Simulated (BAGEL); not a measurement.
**doublet C2H4FN+ at 6 levels**

We compute a comparison of 6 runs (UHF/STO-3G, UHF/3-21G, ROHF/6-31G*, UHF/6-31G*, ROHF/def2-SVPD, UHF/def2-SVPD) of doublet C2H4FN+. 

Program for the calculation: BAGEL 1.2.2.

2 further runs of the same task are left out: 2 set aside as unsound or not needed.

## Step 1: The structure to begin with

The species is C2H4FN+ (8 atoms), meant as a doublet with charge +1. SMILES of the parent species: `[H]/N=C(\C)F`. The shape is that of a PBE0-D4/def2-TZVP optimisation. That shape belongs to the parent species and isn't relaxed for this state.

Bond lengths: C1–C2 1.488 Å, C2–N3 1.247 Å, C2–F4 1.341 Å, C1–H5 1.088 Å, C1–H6 1.092 Å, C1–H7 1.092 Å, N3–H8 1.015 Å. Angles: C1–C2–N3 132.0°, C1–C2–F4 110.6°, N3–C2–F4 117.4°, C2–C1–H5 111.2°, C2–C1–H6 109.7°, C2–C1–H7 109.7°, C2–N3–H8 110.7°, H5–C1–H6 109.4°, H5–C1–H7 109.4°, H6–C1–H7 107.3°.

## Step 2: A single-point energy at UHF/STO-3G (density fitting with qzvpp-jkfit) (run 1)

The input, job.json:

```json
{ "bagel" : [

{
  "title" : "molecule",
  "basis" : "sto-3g",
  "df_basis" : "qzvpp-jkfit",
  "angstrom" : true,
  "geometry" : [
    { "atom" : "C", "xyz" : [   -0.246700,    0.732400,   -0.287300 ] },
    { "atom" : "C", "xyz" : [    0.491400,   -0.429400,    0.278400 ] },
    { "atom" : "N", "xyz" : [    0.166300,   -1.620900,    0.450400 ] },
    { "atom" : "F", "xyz" : [    1.725800,   -0.065300,    0.654000 ] },
    { "atom" : "H", "xyz" : [   -1.250500,    0.448000,   -0.597200 ] },
    { "atom" : "H", "xyz" : [   -0.308700,    1.527700,    0.458900 ] },
    { "atom" : "H", "xyz" : [    0.298400,    1.132700,   -1.145000 ] },
    { "atom" : "H", "xyz" : [   -0.783900,   -1.782300,    0.132000 ] }
  ]
},
{ "title" : "uhf", "charge" : 1, "nopen" : 1 },
{ "title" : "print", "file" : "orbitals.molden", "orbitals" : true }

]}
```

Command:

```console
$ BAGEL_NUM_THREADS=1 BAGEL job.json > job.out
```

The log of the run:

```text
* using 1 threads per process

  ===============================================================
  ===============================================================

  *** Geometry ***

  { "atom" : "C", "xyz" : [     -0.466195,      1.384035,     -0.542918 ] },
  { "atom" : "C", "xyz" : [      0.928611,     -0.811448,      0.526100 ] },
  { "atom" : "N", "xyz" : [      0.314261,     -3.063057,      0.851133 ] },
  { "atom" : "F", "xyz" : [      3.261289,     -0.123399,      1.235881 ] },
  { "atom" : "H", "xyz" : [     -2.363103,      0.846597,     -1.128544 ] },
  { "atom" : "H", "xyz" : [     -0.583358,      2.886935,      0.867195 ] },
  { "atom" : "H", "xyz" : [      0.563894,      2.140493,     -2.163736 ] },
  { "atom" : "H", "xyz" : [     -1.481356,     -3.368059,      0.249444 ] },

  Number of auxiliary basis functions:      376

  Since a DF basis is specified, we compute 2- and 3-index integrals:
    o Being stored without compression. Storage requirement is 0.002 GB

  Number of basis functions:       24
  Number of electrons      :       32

    * METHOD: MOLECULE                             0.09

  *** Open-shell HF ***

  === Nuclear Repulsion ===
   119.7571144237

      * DIIS with orbital gradients will be used.

  === UHF iteration (sto-3g) ===
      0       -228.41501642          0.05751132           0.01
      1       -228.55306990          0.02822165           0.01
      2       -228.58440400          0.01264649           0.01
      3       -228.59340525          0.00443602           0.01
      4       -228.59755604          0.00146460           0.01
      5       -228.59826185          0.00056763           0.01
      6       -228.59869252          0.00027981           0.01
      7       -228.59889539          0.00014422           0.01
      8       -228.59902569          0.00011032           0.01
      9       -228.59910932          0.00007827           0.01
[... 11 lines of this table left out ...]
     21       -228.59916420          0.00000007           0.01
     22       -228.59916420          0.00000003           0.01
     23       -228.59916420          0.00000001           0.02
     24       -228.59916420          0.00000001           0.01
    * SCF iteration converged.

    * S^2 (UHF) is 0.8213

    * Permanent dipole moment:
           (    1.124418,     0.561130,     0.285070) a.u.

    * METHOD: UHF                                  0.38

    * METHOD: PRINT                                0.00

  ===============================================================
```

It took 0.77 s on 1 thread of Intel Xeon Platinum 8488C (Sapphire Rapids), shared host; peak memory 0.08 GiB.

## Step 3: The energy at UHF/3-21G (density fitting with qzvpp-jkfit) (run 2)

The input, job.json:

```json
{ "bagel": [

{
  "title": "molecule",
  "basis": "3-21g",
  "df_basis": "qzvpp-jkfit",
  "angstrom": "true",
  "geometry": [
    { "atom": "C", "xyz": [      -0.246700,       0.732400,      -0.287300 ] },
    { "atom": "C", "xyz": [       0.491400,      -0.429400,       0.278400 ] },
    { "atom": "N", "xyz": [       0.166300,      -1.620900,       0.450400 ] },
    { "atom": "F", "xyz": [       1.725800,      -0.065300,       0.654000 ] },
    { "atom": "H", "xyz": [      -1.250500,       0.448000,      -0.597200 ] },
    { "atom": "H", "xyz": [      -0.308700,       1.527700,       0.458900 ] },
    { "atom": "H", "xyz": [       0.298400,       1.132700,      -1.145000 ] },
    { "atom": "H", "xyz": [      -0.783900,      -1.782300,       0.132000 ] }
  ]
},

{ "title": "uhf", "charge": 1, "nopen": 1 },

{ "title": "print", "file": "orbitals.molden", "orbitals": "true" }

]}
```

Command:

```console
$ BAGEL_NUM_THREADS=1 BAGEL job.json > job.out
```

The log of the run:

```text
* using 1 threads per process

  ===============================================================
  ===============================================================

  *** Geometry ***

  { "atom" : "C", "xyz" : [     -0.466195,      1.384035,     -0.542918 ] },
  { "atom" : "C", "xyz" : [      0.928611,     -0.811448,      0.526100 ] },
  { "atom" : "N", "xyz" : [      0.314261,     -3.063057,      0.851133 ] },
  { "atom" : "F", "xyz" : [      3.261289,     -0.123399,      1.235881 ] },
  { "atom" : "H", "xyz" : [     -2.363103,      0.846597,     -1.128544 ] },
  { "atom" : "H", "xyz" : [     -0.583358,      2.886935,      0.867195 ] },
  { "atom" : "H", "xyz" : [      0.563894,      2.140493,     -2.163736 ] },
  { "atom" : "H", "xyz" : [     -1.481356,     -3.368059,      0.249444 ] },

  Number of auxiliary basis functions:      376

  Since a DF basis is specified, we compute 2- and 3-index integrals:
    o Being stored without compression. Storage requirement is 0.006 GB

  Number of basis functions:       44
  Number of electrons      :       32

    * METHOD: MOLECULE                             0.09

  *** Open-shell HF ***

  === Nuclear Repulsion ===
   119.7571144237

      * DIIS with orbital gradients will be used.

  === UHF iteration (3-21g) ===
      0       -230.13220059          0.05574214           0.03
      1       -230.25306946          0.03653006           0.03
      2       -230.28830882          0.02230777           0.03
      3       -230.30585751          0.00348671           0.03
      4       -230.30899183          0.00110826           0.03
      5       -230.30955668          0.00047614           0.03
      6       -230.30987796          0.00018679           0.03
      7       -230.31004793          0.00012958           0.03
      8       -230.31012208          0.00009226           0.03
      9       -230.31020341          0.00008762           0.03
[... 13 lines of this table left out ...]
     23       -230.31030782          0.00000007           0.03
     24       -230.31030782          0.00000004           0.03
     25       -230.31030782          0.00000003           0.03
     26       -230.31030782          0.00000001           0.03
    * SCF iteration converged.

    * S^2 (UHF) is 0.8084

    * Permanent dipole moment:
           (    1.544241,     0.459823,     0.468413) a.u.

    * METHOD: UHF                                  0.90

    * METHOD: PRINT                                0.00

  ===============================================================
```

Wall time 1.3 s (1 thread of Intel Xeon Platinum 8488C (Sapphire Rapids), shared host); peak memory 0.08 GiB.

Runs 3 to 4 aren't shown in full; the table further down has their settings and results.

## Step 4: A single-point energy at ROHF/def2-SVPD (density fitting with qzvpp-jkfit) (run 5)

The input, input.json:

```json
{ "bagel": [

{
  "title": "molecule",
  "basis": "def2-svpd.json",
  "df_basis": "qzvpp-jkfit",
  "angstrom": "true",
  "geometry": [
    { "atom": "C", "xyz": [   -0.246700,    0.732400,   -0.287300 ] },
    { "atom": "C", "xyz": [    0.491400,   -0.429400,    0.278400 ] },
    { "atom": "N", "xyz": [    0.166300,   -1.620900,    0.450400 ] },
    { "atom": "F", "xyz": [    1.725800,   -0.065300,    0.654000 ] },
    { "atom": "H", "xyz": [   -1.250500,    0.448000,   -0.597200 ] },
    { "atom": "H", "xyz": [   -0.308700,    1.527700,    0.458900 ] },
    { "atom": "H", "xyz": [    0.298400,    1.132700,   -1.145000 ] },
    { "atom": "H", "xyz": [   -0.783900,   -1.782300,    0.132000 ] }
  ]
},
{ "title": "rohf", "charge": 1, "nopen": 1 },
{ "title": "print", "file": "orbitals.molden", "orbitals": "true" }

]}
```

The basis set def2-SVPD is read from a file made from the Basis Set Exchange's data (not shown).

Command:

```console
$ BAGEL_NUM_THREADS=1 BAGEL input.json > input.out
```

The log of the run:

```text
* using 1 threads per process

  ===============================================================
  ===============================================================

  *** Geometry ***

  { "atom" : "C", "xyz" : [     -0.466195,      1.384035,     -0.542918 ] },
  { "atom" : "C", "xyz" : [      0.928611,     -0.811448,      0.526100 ] },
  { "atom" : "N", "xyz" : [      0.314261,     -3.063057,      0.851133 ] },
  { "atom" : "F", "xyz" : [      3.261289,     -0.123399,      1.235881 ] },
  { "atom" : "H", "xyz" : [     -2.363103,      0.846597,     -1.128544 ] },
  { "atom" : "H", "xyz" : [     -0.583358,      2.886935,      0.867195 ] },
  { "atom" : "H", "xyz" : [      0.563894,      2.140493,     -2.163736 ] },
  { "atom" : "H", "xyz" : [     -1.481356,     -3.368059,      0.249444 ] },

  Number of auxiliary basis functions:      376

  Since a DF basis is specified, we compute 2- and 3-index integrals:
    o Being stored without compression. Storage requirement is 0.040 GB

  Number of basis functions:      115
  Number of electrons      :       32

    * METHOD: MOLECULE                             0.18

  *** Open-shell HF ***

  === Nuclear Repulsion ===
   119.7571144237

      * DIIS with orbital gradients will be used.

  === ROHF iteration (def2-svpd.json) ===
      0       -231.15372551          0.03406077           0.12
      1       -231.31280362          0.02507029           0.14
      2       -231.37090906          0.01552299           0.13
      3       -231.40956551          0.00226023           0.12
      4       -231.41231671          0.00071790           0.14
      5       -231.41292115          0.00030504           0.11
      6       -231.41304023          0.00008335           0.11
      7       -231.41308288          0.00002640           0.11
      8       -231.41309035          0.00001147           0.11
      9       -231.41309205          0.00000431           0.11
[... 10 lines of this table left out ...]
     20       -231.41309192          0.00000003           0.11
     21       -231.41309192          0.00000002           0.11
     22       -231.41309192          0.00000001           0.11
     23       -231.41309192          0.00000001           0.11
    * SCF iteration converged.

    * S^2 (ROHF) is 0.7500

    * Permanent dipole moment:
           (    1.441621,     0.503117,     0.419018) a.u.

    * METHOD: ROHF                                 2.94

    * METHOD: PRINT                                0.02

  ===============================================================
```

Run time: 3.6 s. Hardware: 1 thread of Intel Xeon Platinum 8488C (Sapphire Rapids), shared host; peak memory 0.12 GiB.

## Step 5: A single-point energy at UHF/def2-SVPD (density fitting with qzvpp-jkfit) (run 6)

The input, job.json:

```json
{ "bagel": [

{
  "title": "molecule",
  "basis": "def2-svpd.json",
  "df_basis": "qzvpp-jkfit",
  "angstrom": true,
  "geometry": [
    { "atom": "C", "xyz": [   -0.246700,    0.732400,   -0.287300 ] },
    { "atom": "C", "xyz": [    0.491400,   -0.429400,    0.278400 ] },
    { "atom": "N", "xyz": [    0.166300,   -1.620900,    0.450400 ] },
    { "atom": "F", "xyz": [    1.725800,   -0.065300,    0.654000 ] },
    { "atom": "H", "xyz": [   -1.250500,    0.448000,   -0.597200 ] },
    { "atom": "H", "xyz": [   -0.308700,    1.527700,    0.458900 ] },
    { "atom": "H", "xyz": [    0.298400,    1.132700,   -1.145000 ] },
    { "atom": "H", "xyz": [   -0.783900,   -1.782300,    0.132000 ] }
  ]
},
{ "title": "uhf", "charge": 1, "nopen": 1 },
{ "title": "print", "file": "orbitals.molden", "orbitals": true }

]}
```

The basis set def2-SVPD is read from a file made from the Basis Set Exchange's data (not shown).

Command:

```console
$ BAGEL_NUM_THREADS=1 BAGEL job.json > job.out
```

The log of the run:

```text
* using 1 threads per process

  ===============================================================
  ===============================================================

  *** Geometry ***

  { "atom" : "C", "xyz" : [     -0.466195,      1.384035,     -0.542918 ] },
  { "atom" : "C", "xyz" : [      0.928611,     -0.811448,      0.526100 ] },
  { "atom" : "N", "xyz" : [      0.314261,     -3.063057,      0.851133 ] },
  { "atom" : "F", "xyz" : [      3.261289,     -0.123399,      1.235881 ] },
  { "atom" : "H", "xyz" : [     -2.363103,      0.846597,     -1.128544 ] },
  { "atom" : "H", "xyz" : [     -0.583358,      2.886935,      0.867195 ] },
  { "atom" : "H", "xyz" : [      0.563894,      2.140493,     -2.163736 ] },
  { "atom" : "H", "xyz" : [     -1.481356,     -3.368059,      0.249444 ] },

  Number of auxiliary basis functions:      376

  Since a DF basis is specified, we compute 2- and 3-index integrals:
    o Being stored without compression. Storage requirement is 0.040 GB

  Number of basis functions:      115
  Number of electrons      :       32

    * METHOD: MOLECULE                             0.18

  *** Open-shell HF ***

  === Nuclear Repulsion ===
   119.7571144237

      * DIIS with orbital gradients will be used.

  === UHF iteration (def2-svpd.json) ===
      0       -231.15372551          0.03406077           0.12
      1       -231.31909150          0.02501591           0.12
      2       -231.37643497          0.01546927           0.13
      3       -231.41444702          0.00212204           0.13
      4       -231.41760316          0.00069105           0.16
      5       -231.41826068          0.00033392           0.13
      6       -231.41858673          0.00011206           0.13
      7       -231.41873959          0.00006085           0.12
      8       -231.41883731          0.00004037           0.13
      9       -231.41889413          0.00003385           0.14
[... 12 lines of this table left out ...]
     22       -231.41894799          0.00000006           0.11
     23       -231.41894799          0.00000003           0.11
     24       -231.41894799          0.00000001           0.12
     25       -231.41894799          0.00000001           0.13
    * SCF iteration converged.

    * S^2 (UHF) is 0.7998

    * Permanent dipole moment:
           (    1.448159,     0.543039,     0.411680) a.u.

    * METHOD: UHF                                  3.35

    * METHOD: PRINT                                0.02

  ===============================================================
```

Run time: 3.9 s. Hardware: 1 thread of Intel Xeon Platinum 8488C (Sapphire Rapids), shared host; peak memory 0.12 GiB.

## Step 6: All runs side by side

| run | level | energy (Eh) | ⟨S²⟩ | wall time |
| --- | --- | --- | --- | --- |
| 1 | UHF/STO-3G (density fitting with qzvpp-jkfit) | -228.599164 | 0.821 | 0.77 s |
| 2 | UHF/3-21G (density fitting with qzvpp-jkfit) | -230.310308 | 0.808 | 1.3 s |
| 3 | ROHF/6-31G* (density fitting with qzvpp-jkfit, spherical functions) | -231.576738 | 0.750 | 2 s |
| 4 | UHF/6-31G* (density fitting with qzvpp-jkfit, spherical functions) | -231.582258 | 0.796 | 2 s |
| 5 | ROHF/def2-SVPD (density fitting with qzvpp-jkfit) | -231.413092 | 0.750 | 3.6 s |
| 6 | UHF/def2-SVPD (density fitting with qzvpp-jkfit) | -231.418948 | 0.800 | 3.9 s |

## Step 7: Results

```
           quantity          value
run 6: total energy  -231.41895 Eh
        run 6: ⟨S²⟩          0.800
```

What this shows: In run 1 the basis is minimal, so the values are rough. All runs together took 14 s, the longest 3.9 s.
